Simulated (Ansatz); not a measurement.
in.yaml

```yaml
crystal:
  periodic: [false, false, false]
  atoms:
    - {symbol: O, position_ang: [0.000000, -0.118484, 0.076624]}
    - {symbol: H, position_ang: [0.000000, 1.421852, -2.114049]}
    - {symbol: H, position_ang: [0.000000, 0.458887, 0.897764]}
basis:
  gaussian: {orbitals: cc-pVDZ}
total_charge: 1
magnetization: {spin_polarized: false, initial_magnetization: 1}
correlation: {method: fci, electrons: outside_noble_gas}
```

```sh
$ ansatz run in.yaml --threads 1 --pin off --events-out ev --progress --plain --max-ram 2393MiB
```

Roughly how long does this take on 1 thread of AMD EPYC 9B45, shared host, and how much host memory?

57 s wall and 1 GiB.

```
356 factors; integrals over basis functions are off by at most 1.2e-7 eV
mean field evaluation 1: about -2048.1397 eV, gradient 4.5e1 eV
mean field evaluation 2: about -2048.1394 eV, gradient 4.5e1 eV
mean field evaluation 4: about -2051.5708 eV, gradient 1.5e1 eV
mean field evaluation 8: about -2048.9496 eV, gradient 2.4e1 eV
mean field evaluation 16: about -2052.2500 eV, gradient 4.9e-6 eV
mean field evaluation 32: about -2051.7848 eV, gradient 3.0e-3 eV
mean field evaluation 64: about -2051.7848 eV, gradient 3.0e-3 eV
mean field -2052.25002707 eV, -75.4187974299 hartree, gradient 1.7e-6 eV, S^2 0.750000; 10 other end points of the search recorded, 0 dependent functions left out
mean field evaluation 96: about -2048.0913 eV, gradient 3.3e1 eV
determinant -2052.25002707 eV, -75.4187974299 hartree, with singles and doubles -2057.46867372 eV, -75.6105791567 hartree
determinant -2051.78476380 eV, -75.4016993199 hartree, with singles and doubles -2056.43338271 eV, -75.5725329139 hartree
determinant -2050.21023627 eV, -75.3438365004 hartree, with singles and doubles -2054.46692612 eV, -75.5002669671 hartree
unrestricted determinant -2054.05723502 eV, -75.4852110971 hartree, S^2 1.7282
1 core orbitals not correlated: weight in the atoms' cores, before any rotation towards them, 1.000 or more for the frozen orbitals, at most 0.000 for the correlated occupied ones
reference -2052.25002707 eV, -75.4187974299 hartree; 4, 3 occupied and 19, 20 virtual orbitals, 356 factors
state -2057.81264460 eV, -75.6232198537 hartree
Total energy: -2057.81264460 eV, -75.6232198537 hartree
```
